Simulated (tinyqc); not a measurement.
Worked calculation: CIS on RHF in the sto-3g basis, for BH2+, spin multiplicity 1. One step of it, computed by the program tinyqc.

Task: CIS singlet states. Diagonalise A (1 hartree = 27.211386 eV); each vector has its largest component positive (the first on a tie). The transition dipole is mu = sqrt2 sum c_ia <i|r|a>.

CIS matrix A, singlet (hartree), lower triangle:
```
           1>4       1>5        1>6        1>7        2>4       2>5       2>6        2>7
1>4   7.073977
1>5   0.000000  7.065243
1>6  -0.106194  0.000000   7.457541
1>7   0.000000  0.000000   0.000000   7.565658
2>4   0.039642  0.000000   0.027215   0.000000   0.433064
2>5   0.000000  0.054709   0.000000   0.000000   0.000000  0.457815
2>6   0.026420  0.000000   0.009421   0.000000  -0.035287  0.000000  0.709384
2>7   0.000000  0.000000   0.000000   0.033887   0.000000  0.000000  0.000000   0.821928
3>4   0.000000  0.000000   0.000000   0.001964   0.000000  0.000000  0.000000   0.006322
3>5   0.000000  0.000000   0.000000   0.000000   0.000000  0.000000  0.000000   0.000000
3>6   0.000000  0.000000   0.000000  -0.006096   0.000000  0.000000  0.000000  -0.016245
3>7   0.008112  0.000000  -0.019677   0.000000  -0.034360  0.000000  0.032495   0.000000

           3>4       3>5       3>6       3>7
3>4   0.240638
3>5   0.000000  0.249194
3>6  -0.064898  0.000000  0.562662
3>7   0.000000  0.000000  0.000000  0.784507
```

dipole integrals <i|r|a> (bohr):
```
            x          y          z
1>4  0.000000   0.000000   0.100306
1>5  0.118025   0.000000   0.000000
1>6  0.000000   0.000000   0.063246
1>7  0.000000   0.102550   0.000000
2>4  0.000000   0.000000   0.879252
2>5  0.843230   0.000000   0.000000
2>6  0.000000   0.000000   0.061892
2>7  0.000000  -0.540432   0.000000
3>4  0.000000   0.478139   0.000000
3>5  0.000000   0.000000   0.000000
3>6  0.000000  -1.263463   0.000000
3>7  0.000000   0.000000  -0.512941
```

Give: singlet excitation energies; lowest vectors; oscillator strengths 2/3 w |mu|^2.

Result:

singlet excitation energies (eV): 6.205  6.781  11.584  12.445  15.621  19.014  21.823  22.394  191.758  192.267  203.680  205.877

lowest vectors:
```
     state 1  state 2  state 3  state 4  state 5  state 6
1>4    0.000    0.000   -0.007    0.000    0.000   -0.003
1>5    0.000    0.000    0.000   -0.008    0.000    0.000
1>6    0.000    0.000   -0.004    0.000    0.000   -0.002
1>7    0.000    0.000    0.000    0.000    0.001    0.000
2>4    0.000    0.000    0.990    0.000    0.000   -0.074
2>5    0.000    0.000    0.000    1.000    0.000    0.000
2>6    0.000    0.000    0.114    0.000    0.000    0.922
2>7   -0.005    0.000    0.000    0.000    0.069    0.000
3>4    0.982    0.000    0.000    0.000   -0.189    0.000
3>5    0.000    1.000    0.000    0.000    0.000    0.000
3>6    0.190    0.000    0.000    0.000    0.979    0.000
3>7    0.000    0.000    0.084    0.000    0.000   -0.379
```

oscillator strengths 2/3 w |mu|^2: 0.016  0.000  0.394  0.433  1.427  0.032
